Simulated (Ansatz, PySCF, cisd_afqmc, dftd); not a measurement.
System: NH, charge 0, triplet. NH (SMILES [NH], triplet).
B3LYP-D3(BJ)/def2-TZVP minimum from Ansatz (a program for electronic structure):
```
N
H 1 1.0419
```
Charge 0, spin multiplicity 3.

Property: enthalpy of formation at 298 K (by atomisation, with ideal-gas terms from PySCF's Hessian at B3LYP-D3(BJ)/def2-TZVP and the atoms' measured values of the G2/97 table; no spin-orbit terms), in kcal/mol. Radicals and triplets start from unrestricted determinants; spin-orbit coupling is neglected. Correlated methods leave the cores frozen. Rows without X2C or -DK are non-relativistic. AFQMC/CISD: phaseless, guided by CISD from CCSD amplitudes; bars are statistical, one sigma. Outlying blocks are dropped, and bars are widened where a walk drifts. Over all cases where full CI ran beside it in this data, AFQMC minus full CI had a median of +0.1 mEh and passed +0.4 mEh in a tenth of the cases. CBS(X,Y): correlation extrapolated as X^-3, Hartree-Fock from the larger set (Q,5: extrapolated as (X+1)exp(-9√X)). A bracket is a step between two methods taken in the basis named. Functionals run without relativity, which enters their misses. '+ core + X2C': CCSD(T) terms for core correlation (cc-pwCVTZ) and scalar relativity (cc-pVTZ-DK). Full CI freezes restricted core orbitals, also for open shells; the composite that ends in it estimates full CI at the basis-set limit. For partners of very few electrons the exact lower level stands in for a higher one.

Measured: 85.2 kcal/mol, 356.5 kJ/mol (G2/97 table in ASE (Curtiss et al.)).

```csv
level,program,enthalpy of formation at 298 K (kcal/mol),error against that value
HF/cc-pVQZ,Ansatz,117.8,32.6
r2SCAN-D4/def2-TZVPD,Ansatz + dftd4,85.0,-0.2
r2SCAN/def2-TZVPD,Ansatz,85.0,-0.2
r2SCANh/def2-TZVPD,Ansatz,85.9,0.7
CAM-B3LYP-D3(BJ)/def2-TZVPD,Ansatz + dftd3,82.1,-3.1
"MP2/CBS(cc-pVQZ,cc-pV5Z)",Ansatz,88.6,3.4
CCSD/cc-pVTZ,Ansatz,90.6,5.4
CCSDT(Q)/cc-pVQZ,Ansatz,87.3,2.1
CCSDTQ/cc-pVDZ,Ansatz,97.3,12.1
AFQMC/CISD/cc-pVQZ,cisd_afqmc,87.3 ± 0.1,2.1
"CCSD(T)/CBS(cc-pVQZ,cc-pV5Z) + [CCSDT(Q) - CCSD(T)]/cc-pV5Z + core + X2C",Ansatz,85.8,0.6
"CCSD(T)/CBS(cc-pVQZ,cc-pV5Z) + [CCSDT(Q) - CCSD(T)]/cc-pV5Z + [FCI - CCSDT(Q)]/cc-pVTZ + core + X2C",Ansatz,85.7,0.5
```
